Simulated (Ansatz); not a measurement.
**MgBH (triplet): from Hartree-Fock to the top rungs, def2-TZVPP**

An exercise on one series of results from a longer session: the logs are not shown, and one member is left open.

The runs use Ansatz 0.2.0, Gaussian basis; def2-TZVPP, core rule «outside noble gas», up to 6 orbitals frozen.

To be run: UHF; ROHF; CCSD(T) on UHF.

2 further runs of the same task are left out: 2 set aside as unsound or not needed.

## What is computed

The geometry is a PBE0/def2-TZVP stationary point (not a proven minimum) of the parent state, kept for this charge and spin.

3 atoms, charge 0, spin multiplicity 3.

Atoms are counted from 1 here; the program's logs count them from 0.

Bond lengths: B1–Mg2 2.396 Å, B1–H3 1.232 Å. Angles: Mg2–B1–H3 107.0°.

As a file:

```
atom   x (Å)    y (Å)    z (Å)
  B1  0.0000  -0.1899   1.5908
 Mg2  0.0000   0.0452  -0.7932
  H3  0.0000   0.9473   2.0641
```

The first run:

in.yaml reads:

```yaml
crystal:
  periodic: [false, false, false]
  atoms:
    - {symbol: B, position_ang: [0.000000, -0.189866, 1.590848]}
    - {symbol: Mg, position_ang: [0.000000, 0.045170, -0.793215]}
    - {symbol: H, position_ang: [0.000000, 0.947259, 2.064053]}
basis:
  gaussian: {orbitals: def2-TZVPP}
magnetization: {spin_polarized: true, initial_magnetization: 2}
hamiltonian: {xc: hf}
output: {orbitals: {seedname: orbitals}}
```

Command:

```bash
> ansatz run in.yaml --threads 1 --pin off --events-out ev --progress --plain --max-ram 3968MiB --backend cpu
```

Among the steps run: UHF; ROHF; CCSD(T) on UHF.

One of the session's tables, all rows but one given; the rest of the session is left out.

| method | from UCCSD(T) (meV) |
| --- | --- |
| ROHF | +3229.5 |
| UHF | ? |
| UMP2 | +726.2 |
| UCCSD | +102.5 |
| UCCSD(T) | 0 |

Estimate the missing values for UHF.

The run gave: from UCCSD(T) (meV): +3111.9. In the column «from UCCSD(T) (meV)» it lies between UMP2 (+726.2) and ROHF (+3229.5).
